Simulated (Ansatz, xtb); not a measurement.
**Two isomers of C3H7−**

We compare X, `[CH2-]CC`, a singlet, with Y, `C[CH-]C`, a singlet. Both are isolated ions in the gas phase, relaxed with PBE0-D3(BJ)/def2-SVPD; the shapes shown needn't be the lowest conformers.

X (Å):

| atom | x (Å) | y (Å) | z (Å) |
| --- | --- | --- | --- |
| C | 0.4958 | -2.1458 | -0.6513 |
| C | 0.9458 | -1.5381 | 0.6597 |
| C | 0.5305 | -2.3670 | 1.8791 |
| H | 1.0381 | -1.6790 | -1.5012 |
| H | -0.5820 | -1.9276 | -0.8227 |
| H | 0.6027 | -0.4828 | 0.8842 |
| H | 2.0519 | -1.4671 | 0.6685 |
| H | 0.9384 | -3.3872 | 1.7907 |
| H | 0.8566 | -1.9167 | 2.8397 |
| H | -0.5678 | -2.4672 | 1.9094 |

Y (Å):

```yaml
atoms:
  - { symbol: C, position_ang: [0.3173, -1.6878, -0.4170] }
  - { symbol: C, position_ang: [0.4132, -1.2153, 1.0117] }
  - { symbol: C, position_ang: [0.8173, -2.3578, 1.9089] }
  - { symbol: H, position_ang: [0.1718, -0.8524, -1.1266] }
  - { symbol: H, position_ang: [1.2196, -2.2743, -0.7990] }
  - { symbol: H, position_ang: [-0.5386, -2.3764, -0.5762] }
  - { symbol: H, position_ang: [1.2025, -0.4348, 1.0668] }
  - { symbol: H, position_ang: [1.0453, -2.0232, 2.9377] }
  - { symbol: H, position_ang: [0.0164, -3.1203, 2.0062] }
  - { symbol: H, position_ang: [1.7268, -2.9541, 1.5607] }
```

Energies in hartree; the thermal terms are from PBE0-D3(BJ)/def2-SVPD harmonic frequencies (ideal gas, rigid rotor, one conformer each, 1000 K, 1 atm) and include the zero-point energy:

```
                               X           Y
E, CCSD(T)/def2-SVPD  −118.029043  −118.026400
    E, MP2/def2-SVPD  −117.967311  −117.964835
  E, MP2/def2-TZVPPD  −118.176989  −118.174678
   zero-point energy     0.086091     0.085379
       H(1000 K) − E     0.125332     0.124366
       G(1000 K) − E    −0.032867    −0.032583
```

Q: Correct the CCSD(T) difference for the basis set by the MP2 change, then work out ΔE, ΔE₀, ΔH and ΔG for X → Y in kJ/mol (1 Eh = 2625.50 kJ/mol) and the equilibrium ratio [Y]/[X].

A: 1. Differences Y − X: CCSD(T) +0.002643, MP2 in the small set +0.002476, MP2 in the large set +0.002311 Eh.
2. ΔE = +0.002643 + (+0.002311 − (+0.002476)) = +0.002478 Eh = +6.51 kJ/mol.
3. ΔE₀ = ΔE + ΔZPE = +0.002478 + (−0.000712) Eh = +4.64 kJ/mol.
4. ΔH = ΔE + (−0.000966) Eh = +3.97 kJ/mol.
5. ΔG = ΔE + (+0.000284) Eh = +7.25 kJ/mol, so ΔS = (ΔH − ΔG)/T = −3.3 J/(mol K).
6. kT = 3.1668 mEh, so K = [Y]/[X] = exp(−ΔG/kT) = exp(−0.87) ≈ 0.42.

Structure X is favoured at this temperature. An error of 4 kJ/mol in ΔG would change K by a factor of 1.6. GFN2-xTB, HF/STO-3G gave ΔE the other sign. Mirror images and further conformers aren't counted.

As drawn, both hold the same kinds of bond in the same numbers. Structure X has 1 methyl group, Y 2.

Other levels gave ΔE = −21.9 (GFN2-xTB); −28.6 (HF/STO-3G, GFN2-xTB geometries); +1.4 (r2SCAN-D4/def2-SVPD, GFN2-xTB geometries); +2.9 (PBE0-D3(BJ)/def2-SVPD); +8.0 (HF/def2-SVPD); +6.5 (MP2/def2-SVPD); +6.9 (CCSD(T)/def2-SVPD) kJ/mol. The correlated steps freeze 3 core orbitals. Programs: Ansatz 0.2.0, xtb 6.7.1.
